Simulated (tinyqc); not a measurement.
Worked calculation: MP2 on RHF in the sto-3g basis, frozen core, for H2O, spin multiplicity 1. One step of it, computed by the program tinyqc.

Problem. Second-order Moller-Plesset energy. E2 = sum_ijab (ia|jb) [2 (ia|jb) - (ib|ja)] / (e_i + e_j - e_a - e_b) over occupied i, j and virtual a, b; the opposite-spin part is (ia|jb)^2 / denominator, the rest is same-spin, and SCS-MP2 scales them by 6/5 and 1/3.

orbital energies (hartree): MO1 -20.245020, MO2 -1.242616, MO3 -0.595886, MO4 -0.441972, MO5 -0.387005, MO6 0.554078, MO7 0.692276

Two-electron integrals over orbitals (pq|rs), unique and non-zero (hartree); the lowest 1 orbital is frozen and left out:
```
(22|22) 0.724109    (32|32) 0.140227    (33|22) 0.633405    (33|33) 0.618321
(42|22) -0.005769   (42|33) 0.006117    (42|42) 0.127069    (43|32) 0.023592
(43|43) 0.049298    (44|22) 0.673385    (44|33) 0.587258    (44|42) -0.102914
(44|44) 0.760103    (52|52) 0.146360    (53|53) 0.027809    (54|52) -0.045652
(54|54) 0.053391    (55|22) 0.749037    (55|33) 0.618388    (55|42) -0.072369
(55|44) 0.719023    (55|55) 0.880159    (62|22) 0.139128    (62|33) 0.071347
(62|42) 0.024305    (62|44) 0.081504    (62|55) 0.153681    (62|62) 0.099183
(63|32) -0.041207   (63|43) -0.032164   (63|63) 0.074139    (64|22) 0.104823
(64|33) 0.044307    (64|42) -0.034949   (64|44) 0.125269    (64|55) 0.125940
(64|62) 0.062015    (64|64) 0.076143    (65|52) 0.057120    (65|54) 0.000589
(65|65) 0.037182    (66|22) 0.604382    (66|33) 0.562897    (66|42) 0.056027
(66|44) 0.545921    (66|55) 0.582995    (66|62) 0.093953    (66|64) 0.046580
(66|66) 0.590349    (72|32) 0.045610    (72|43) -0.032442   (72|63) 0.033559
(72|72) 0.064177    (73|22) 0.147875    (73|33) 0.089751    (73|42) -0.075752
(73|44) 0.156413    (73|55) 0.194502    (73|62) 0.074794    (73|64) 0.084642
(73|66) 0.039734    (73|73) 0.154049    (74|32) -0.075280   (74|43) -0.002511
(74|63) 0.048201    (74|72) -0.017230   (74|74) 0.068804    (75|53) 0.023825
(75|75) 0.024815    (76|32) 0.095785    (76|43) 0.052722    (76|63) -0.067149
(76|72) -0.007240   (76|74) -0.058528   (76|76) 0.115659    (77|22) 0.619435
(77|33) 0.600960    (77|42) -0.016609   (77|44) 0.600504    (77|55) 0.621338
(77|62) 0.066983    (77|64) 0.045233    (77|66) 0.560035    (77|73) 0.096283
(77|77) 0.612963
```

Hartree-Fock energy = -74.96312868 hartree

Give: Terms; Pair energies; MP2 correlation energy; SCS-MP2 correlation energy; MP2 total energy.

Solution.

Terms:
```
i  j  a  b  (ia|jb)  (ib|ja)  denominator       term
3  3  7  7   0.1540   0.1540      -2.5763    -0.0092
4  3  6  7   0.0846   0.0482      -2.2842    -0.0045
3  4  7  6   0.0846   0.0482      -2.2842    -0.0045
4  4  6  6   0.0761   0.0761      -1.9921    -0.0029
2  3  6  7   0.0748   0.0336      -3.0849    -0.0028
3  2  7  6   0.0748   0.0336      -3.0849    -0.0028
2  2  6  6   0.0992   0.0992      -3.5934    -0.0027
3  3  6  6   0.0741   0.0741      -2.2999    -0.0024
4  4  7  7   0.0688   0.0688      -2.2685    -0.0021
2  4  6  6   0.0620   0.0620      -2.7927    -0.0014
4  2  6  6   0.0620   0.0620      -2.7927    -0.0014
2  2  7  7   0.0642   0.0642      -3.8698    -0.0011
5  5  6  6   0.0372   0.0372      -1.8822    -0.0007
5  5  7  7   0.0248   0.0248      -2.1586  -2.85e-04
4  3  7  6   0.0482   0.0846      -2.2842  -2.48e-04
3  4  6  7   0.0482   0.0846      -2.2842  -2.48e-04
4  2  7  7  -0.0172  -0.0172      -3.0691  -9.67e-05
2  4  7  7  -0.0172  -0.0172      -3.0691  -9.67e-05
2  3  7  6   0.0336   0.0748      -3.0849   8.35e-05
3  2  6  7   0.0336   0.0748      -3.0849   8.35e-05
```

Pair energies (hartree; pair i-j sums ij and ji):
```
pair  opposite spin  same spin
2-2         -0.0038     0.0000
3-2         -0.0044    -0.0011
3-3         -0.0116     0.0000
4-2         -0.0029     0.0000
4-3         -0.0083    -0.0012
4-4         -0.0050     0.0000
5-5         -0.0010     0.0000
```

MP2 correlation energy = -0.039297 hartree

SCS-MP2 correlation energy = -0.045193 hartree

MP2 total energy = -75.002426 hartree
